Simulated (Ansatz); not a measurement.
Mulliken charges of C2H2O (`C#CO`) from r2SCAN/def2-TZVPP in Ansatz (PBE0-D4/def2-TZVP geometry).

```tsv
atom	x (Å)	y (Å)	z (Å)	charge (e)
C1	-1.018	0.026	-0.432	-0.303
C2	0.020	-0.070	0.158	0.108
O3	1.108	-0.199	0.859	-0.290
H4	-1.936	0.114	-0.960	0.237
H5	1.876	0.055	0.334	0.247
```

By hand: the dipole of these point charges (1 e Å = 4.8032 D).

Σ q r = (-0.006, 0.083, -0.246) e Å, of length 0.260 e Å = 1.25 D.

How does the dipole of the full density compare? (Best estimate.)

The calculation gave: (0.316, 0.087, -0.165) e Å, 1.76 D; the point charges give 0.71 times that, at 61° from its direction.

Point charges leave out the atoms' own dipoles, such as those of lone pairs, and Mulliken's split depends on the basis, so the two needn't agree.
